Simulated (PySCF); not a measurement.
**C4H5OP: core ionisation energies**

Species: C₄H₅OP.
Numbering: `[CH2:1]=[C:2]([CH3:3])[P:4]=[C:5]=[O:6]`

Level of theory: delta-SCF UKS SCAN, pcX-2 on the ionised atom, pcseg-1 elsewhere, spin-free X2C in PySCF 2.14.0. These are vertical core ionisation energies against the vacuum level, from separate self-consistent calculations with and without the core hole.

**Question.** List the computed XPS lines with their assignment.

**Answer.** 
```tsv
atom(s)	bonded to	level	binding energy (eV)	2p1/2 (eV)	above the level's lowest (eV)	count
P4	C (double bond) and C	P 2p3/2	136.56	137.45	0.00	1
C1	C (double bond) and 2 H	C 1s	289.96	–	0.00	1
C2	C (double bond), C and P	C 1s	291.01	–	+1.05	1
C3	C and 3 H	C 1s	291.12	–	+1.16	1
C5	O (double bond) and P (double bond)	C 1s	293.48	–	+3.52	1
O6	C (double bond)	O 1s	539.40	–	0.00	1
P4	C (double bond) and C	P 1s	2150.09	–	0.00	1
```

Lowest listed C 1s: C1, bonded to C (double bond) and 2 H. Highest, 3.52 eV above it: C5, bonded to O (double bond) and P (double bond). The widest gap between neighbouring values is 2.36 eV, between 291.12 and 293.48 eV. Summing the Pauling electronegativity differences to the bonded atoms, each weighted by its formal bond order, gives -0.70 for the lowest site and +1.06 for the highest; no listed site has a larger sum than the highest. The smallest sum, -1.05, belongs to C3, 1.16 eV above the lowest.

**Question.** Which effective nuclear charge Zeff reproduces each element's mean 1s value in the hydrogen-like formula E = 13.606 eV × Zeff²?

**Answer.** C (Z = 6): mean 291.4 eV, Zeff = 4.63, Z − Zeff = 1.37; O (Z = 8): mean 539.4 eV, Zeff = 6.30, Z − Zeff = 1.70; P (Z = 15): mean 2150.1 eV, Zeff = 12.57, Z − Zeff = 2.43. Means run over the listed sites, weighted by atom count.

**Question.** Which photon energy gives electrons from O 1s of O6 a kinetic energy of 150 eV, and what is their de Broglie wavelength?

**Answer.** hν = 539.40 + 150 = 689.40 eV, recoil neglected; λ = 12.264 Å/√(E/eV) = 1.00 Å.

Spin contamination (⟨S²⟩ against 0.75 for a pure doublet) is marked for C 1s of C2 (0.87) and C 1s of C5 (0.93), which makes these values less certain. Spin–orbit and ligand-field terms were added within each 2p shell after the spin-free SCF. 2p1/2 minus 2p3/2 (ligand field included): P 0.89 eV. Isolated species at its GFN2-xTB geometry (one conformer only).

Cost: about 3 min of CPU time on one thread; the machine was shared, so the figure is rough.

Shape of the structure used: `[CH2:1]=[C:2]([CH3:3])[P:4]=[C:5]=[O:6]`: C1–C2–P4–C5 180°.
